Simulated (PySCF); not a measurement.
Structure problem from calculated spectra and properties.

Formula: CH6OSi.

- Rotational structure: rotational constants A, B, C: 19.466, 6.395, 5.338 GHz [PBE0-D3(BJ)/def2-SVP]
- Valence photoelectron: vertical ionisation energy: 10.69 eV [ΔSCF PBE0/def2-SVPD]
- UV, first state: lowest singlet excitation: 7.17 eV (173 nm, f = 0.011) [TDDFT PBE0/def2-SVPD]
- 13C NMR: chemical shifts (computed TMS as zero) by class: 0.8 (1 C) ppm [GIAO PBE0/pcSseg-1]
- Triplet: lowest triplet excitation (Tamm–Dancoff): 6.84 eV [TDA PBE0/def2-SVPD]
- UV, strongest line: among the 10 lowest singlet transitions: S9 at 9.24 eV (134 nm, f = 0.143) [TDDFT PBE0/def2-SVPD]
- XPS: Si2p3/2 107.2, C1s 290.4, O1s 538.5, Si1s 1847.1 eV [ΔSCF SCAN, pcX-2 on the ionised atom, pcseg-1 elsewhere, spin-free X2C, 2p3/2 from a spin–orbit splitting computed afterwards within the 2p shell]

Gas-phase values; electronic properties from PySCF, density fitting. Levels stand in brackets. The structure is a single PBE0-D3(BJ)/def2-SVP conformer in the gas phase; no vibrational or solvent corrections. Each NMR value is the plain mean over a class of atoms that symmetry, rotation or inversion makes alike.

Question: Propose a structure and show how it fits.

Answer: Numbering: `[CH3:1][SiH2:2][OH:3]`. Its formula, CH6OSi, gives 0 degrees of unsaturation, so no ring and no π bond. The one carbon: Si-methyl carbon [C1] (0.8 ppm). The core levels belong to: Si2p3/2 107.2 eV, oxygen-bound silicon [Si2]; C1s 290.4 eV, Si-methyl carbon [C1]; O1s 538.5 eV, silanol oxygen [O3]; Si1s 1847.1 eV, oxygen-bound silicon [Si2]. The first electron is taken from the HOMO, whose largest Löwdin shares are 0.36 on the silanol oxygen, 0.22 on the Si-methyl carbon, 0.19 on the oxygen-bound silicon and 0.13 on an Si–H hydrogen. By its constants the optimised geometry is an asymmetric top. Structure: `C[SiH2]O`. Computed isomers that give other values at the same levels: `CO[SiH3]` (core binding energies: Si2p3/2 107.5, C1s 292.5, O1s 538.2, Si1s 1847.4 eV); `[H][Si]([H])([H])OC` (core binding energies: Si2p3/2 107.5, C1s 292.5, O1s 538.2, Si1s 1847.4 eV). The assignments are read from this structure; whether some other isomer fits the data as well wasn't checked.

The values belong to the conformer `[CH3:1][SiH2:2][OH:3]`: H–O3–Si2–C1 67°.
